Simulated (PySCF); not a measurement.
Compound: propylene oxide, C₃H₆O.
Z-matrix (Å and degrees, GFN2-xTB geometry), rows numbered from 1:
```
C 
C   1  1.5071
C   2  1.4643  1  121.36
O   2  1.3981  1  118.18  3   -68.39
H   1  1.0872  2  110.16  3    31.65
H   1  1.0879  2  109.83  3   -88.78
H   1  1.0875  2  110.09  3   151.41
H   2  1.0889  1  114.90  3   151.82
H   3  1.0844  2  119.31  4   103.65
H   3  1.0844  2  120.11  4  -103.40
```

Theory: TDDFT B3LYP/def2-SVPD, vertical, gas phase, core orbitals frozen in the response (PySCF).

Each state is given a Gaussian of 0.4 eV full width at half maximum, with ε(max) = 2.175×10⁸ f / Δν̃ (Δν̃ the width in cm⁻¹). The cross-section is σ = 3.8235×10⁻²¹ ε cm², given in Mb (10⁻¹⁸ cm²). The width is an assumption, not a result. The curve ends short of the highest state used, and states not computed would add to its high-energy end.

| λ (nm) | σ (Mb) |
| --- | --- |
| 153.3 | 16.17 |
| 154.0 | 17.97 |
| 154.7 | 19.08 |
| 155.5 | 19.36 |
| 156.2 | 18.74 |
| 156.9 | 17.41 |
| 157.6 | 15.53 |
| 158.4 | 13.02 |
| 159.1 | 10.73 |
| 159.8 | 8.56 |
| 160.5 | 6.66 |
| 161.3 | 4.90 |
| 162.0 | 3.76 |
| 162.7 | 2.98 |
| 163.4 | 2.54 |
| 164.2 | 2.35 |
| 164.9 | 2.41 |
| 165.6 | 2.60 |
| 166.3 | 2.86 |
| 167.1 | 3.18 |
| 167.8 | 3.42 |
| 168.5 | 3.59 |
| 169.2 | 3.65 |
| 170.0 | 3.59 |
| 170.7 | 3.43 |
| 171.4 | 3.18 |
| 172.1 | 2.87 |
| 172.9 | 2.45 |
| 173.6 | 2.08 |
| 174.3 | 1.72 |
| 175.0 | 1.38 |
| 175.8 | 1.04 |
| 176.5 | 0.79 |
| 177.2 | 0.59 |
| 177.9 | 0.42 |
| 178.7 | 0.28 |
| 179.4 | 0.20 |
| 180.1 | 0.13 |
| 180.8 | 0.09 |
| 181.6 | 0.05 |
| 182.3 | 0.03 |
| 183.0 | 0.02 |
| 183.7 | 0.01 |
| 184.5 | 0.01 |

Q: Locate the maxima and give the states behind the curve.

A: 169 nm (7.32 eV), ε about 960, made up of S1 (100%); 155 nm (7.98 eV), ε about 5100, made up of S2 (16%), S3 (18%), S4 (50%) and S5 (16%) (ε in L mol⁻¹ cm⁻¹; maxima over ε = 5, shares over 10%). The states used: S1 7.32 eV (f 0.014); S2 7.91 eV (f 0.013); S3 7.97 eV (f 0.014); S4 8.00 eV (f 0.038); S5 8.02 eV (f 0.012); S6 8.64 eV (f 0.010); S7 8.68 eV (f 0.013); S8 8.69 eV (f 0.0074).

Q: What would ε be at 7.98 eV, the highest of these maxima, with half the width (0.2 eV)?

A: About 9580 L mol⁻¹ cm⁻¹ against 5070, a factor of about 1.9; a lone state at its own centre would give exactly 2.

Q: Coming from long wavelengths, where does ε first pass 100 L mol⁻¹ cm⁻¹?

A: At about 178 nm (6.96 eV), 0.36 eV below S1.
